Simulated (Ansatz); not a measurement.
The first iterations of a band of ClH2SSi (5 atoms, charge 0, multiplicity 2).

All numbers below come from UKS B3LYP-D4/STO-3G (Ansatz 0.2.0).

* movable images: 9
* climbing image: yes
* spring: 5.0 eV/Å²
* optimiser: quadratic models (default)
* start path: IDPP
* force threshold: 0.05 eV/Å
* iteration limit: 60
* end points: relaxed

First end point:

```xyz
5
Properties=species:S:1:pos:R:3
S -1.476 0.178 -0.257
Si 0.659 0.116 -0.409
Cl 1.355 1.815 0.669
H -1.589 -1.165 -0.459
H 1.101 -1.016 0.414
```

Last end point:

```xyz
5
Properties=species:S:1:pos:R:3
S -1.282 -0.841 -0.056
Si 0.746 -0.239 -0.277
Cl 0.930 1.806 0.322
H -1.794 0.175 -0.804
H 1.450 -0.975 0.774
```

| iteration | highest image above the first end (eV) | largest band force component (eV/Å) |
| --- | --- | --- |
| 1 | 0.261 | 0.835 |
| 2 | 0.193 | 0.701 |

Q: Does the band converge within its limit, and where does its top end?

A: The forces met the threshold. It ended after 6 iterations with the highest image 0.124 eV above the first end. A vibrational analysis at the climbing image gives one clearly imaginary mode, 281i cm⁻¹: a first-order saddle point. Limits of this set-up: minimal basis.

Time of the run: 87 s on 1 thread of Intel(R) Xeon(R) Platinum 8375C CPU @ 2.90GHz (Ice Lake), on a shared host, peak memory 0.13 GiB.
